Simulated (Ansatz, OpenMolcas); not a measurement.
**How methods differ on BH3O2 (SMILES OBO)**

BH3O2 has 6 atoms, charge 0, and is taken as a singlet. SMILES: `OBO`. The coordinates come from a PBE0-D4/def2-TZVP relaxation. This is one conformer, not always the lowest.

Each level gives the vertical ionisation energy (to the doublet cation) (eV). The values are calculated.

```json
{"level": "SVWN5/def2-TZVP", "kind": "LDA", "program": "Ansatz", "value (eV)": "11.56", "CPU time (all runs)": "4.9 s"}
{"level": "revPBE/def2-TZVP", "kind": "GGA", "program": "Ansatz", "value (eV)": "11.36", "CPU time (all runs)": "11 s"}
{"level": "M06-L/def2-TZVP", "kind": "meta-GGA", "program": "OpenMolcas", "value (eV)": "11.51", "CPU time (all runs)": "3 min"}
{"level": "r2SCAN/def2-TZVP", "kind": "meta-GGA", "program": "OpenMolcas", "value (eV)": "11.58", "CPU time (all runs)": "3.1 min"}
{"level": "BHLYP/def2-TZVP", "kind": "global hybrid", "program": "Ansatz", "value (eV)": "12.07", "CPU time (all runs)": "14 s"}
{"level": "PBE0/def2-TZVP", "kind": "global hybrid", "program": "OpenMolcas", "value (eV)": "11.84", "CPU time (all runs)": "1.8 min"}
{"level": "B2PLYP/def2-TZVP", "kind": "double hybrid", "program": "Ansatz", "value (eV)": "12.13", "CPU time (all runs)": "15 s"}
{"level": "CCSD/def2-TZVP", "kind": "coupled cluster or CI", "program": "Ansatz", "value (eV)": "12.28", "CPU time (all runs)": "61 s"}
```

The values span 11.36 to 12.28 eV. CPU times are rough (shared hosts, several kinds of processor): they show what a rung costs within a factor of a few.
